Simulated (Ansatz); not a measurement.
Harmonic frequencies (cm⁻¹) at PBE0-D4/def2-TZVP from Ansatz: 105, 215, 226, 368, 413, 542, 553, 628, 797, 821, 1000, 1040, 1092, 1198, 1210, 1282, 1325, 1406, 1415, 1471, 1493, 1505, 3068, 3082, 3124, 3146, 3151.

Q: Which molecule is it?
A. `CCC(F)(F)F`
B. `CC(F)CF`
C. `FCC(F)CF`
D. `FCC(F)CF`

A: A.
